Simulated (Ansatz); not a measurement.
# Structure relaxation of Bi

All numbers below come from DFT r2SCAN, scalar-relativistic, plane waves, PAW (Ansatz 0.2.0). Cutoff 500 eV, Γ-centred k mesh, Gaussian smearing, no spin polarisation in the final step.

The start puts Bi on the diamond structure type (Fd-3m, No. 227), at a guessed volume.

```
Bi
1.0
     0.00000    3.39750    3.39750
     3.39750    0.00000    3.39750
     3.39750    3.39750    0.00000
Bi
2
Direct
  0.50000 0.50000 0.50000
  0.75000 0.75000 0.75000
```

Cell and atoms relax at zero pressure; the relaxation can't lower the symmetry of the start. After a coarse first stage the cell is made exact in the group found at 0.06 Å.

Energies count from the standard state of Bi at the same level.

(1) Describe the relaxed structure.

(2) What are its volume, energy, density and gap?

Results:

(1) It keeps Fd-3m (No. 227). The result has the diamond structure. Conventional cell: a = 7.233 Å. Bi is coordinated by 4 Bi at 3.13 Å.

```xyz
2
Lattice="0.0000 3.6164 3.6164 3.6164 0.0000 3.6164 3.6164 3.6164 0.0000" Properties=species:S:1:pos:R:3 pbc="T T T"
Bi    3.6164    3.6164    3.6164
Bi    5.4247    5.4247    5.4247
```

(2) The volume per atom is 47.30 Å³. The density is 7.34 g/cm³. The energy over the standard structure is 0.24 eV/atom. The gap on the 14×14×14 mesh is 0 eV (a metal).

The final run used a 14×14×14 mesh on its 2-atom cell and 0.10 eV smearing. For metals, differences of a few meV/atom aren't resolved. Spin–orbit coupling is left out. A structure relaxed within its symmetry needn't be a true minimum.